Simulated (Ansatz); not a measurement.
# CH5AlO: a dynamics run in two tries

Aim: a short trajectory for this system.

Program: Ansatz 0.2.0. Level of theory: RKS B3LYP-D4/def2-SVP. These are calculated values, not measurements.

## 1. The starting structure

Bond lengths: Al1–C2 2.055 Å, C2–H3 1.087 Å, C2–H4 1.138 Å, C2–H5 1.091 Å, Al1–O6 1.739 Å, O6–H7 1.056 Å, Al1–H8 1.514 Å. Angles: Al1–C2–H3 87.9°, Al1–C2–H4 127.7°, Al1–C2–H5 115.3°, H3–C2–H4 112.0°, H3–C2–H5 111.8°, H4–C2–H5 101.7°, C2–Al1–O6 116.7°, C2–Al1–H8 128.0°, O6–Al1–H8 111.6°, Al1–O6–H7 127.7°.

Coordinates:

```xyz
8

Al    1.6329   -0.3778    0.2567
C     1.1749   -0.4816    2.2576
H     0.9271   -1.5293    2.1050
H     1.8766   -0.3346    3.1414
H     0.3053    0.0997    2.5669
O     0.3027   -0.1427   -0.8388
H     0.3226   -0.1697   -1.8941
H     2.9538    0.0005   -0.3794
```

## 2. First attempt

input.yaml reads:

```yaml
crystal:
  periodic: [false, false, false]
  atoms:
    - { symbol: Al, position_ang: [1.632891, -0.37783, 0.256689] }
    - { symbol: C, position_ang: [1.17489, -0.481562, 2.2576] }
    - { symbol: H, position_ang: [0.927075, -1.529277, 2.10496] }
    - { symbol: H, position_ang: [1.876625, -0.334579, 3.14138] }
    - { symbol: H, position_ang: [0.30527, 0.099698, 2.566871] }
    - { symbol: O, position_ang: [0.302694, -0.142696, -0.838797] }
    - { symbol: H, position_ang: [0.322612, -0.169679, -1.894108] }
    - { symbol: H, position_ang: [2.95384, 0.000486, -0.379358] }
basis:
  gaussian: { orbitals: def2-SVP }
hamiltonian:
  xc: b3lyp
  dispersion: d4
md:
  timestep: 0.5
  n_steps: 25
  ensemble: nve
  temperature: 1500.0
  initial_velocities: maxwell_boltzmann
  seed: 958470
  friction: 0.01
```

On the command line:

```bash
$ ansatz run input.yaml --threads 1 --pin off --max-ram 2048MiB --backend cpu --events-out ev --progress --plain --runs-dir out
```

Q: Predict the outcome of this session. Wanted: first try.

The runs gave:

```
 quantity                                                                           value
first try                                                                         refused
    cause  friction belongs to the Langevin ensembles, and this run is at constant energy
```

**Reading.** The fault in the first input was caught at the input check and cost nothing.
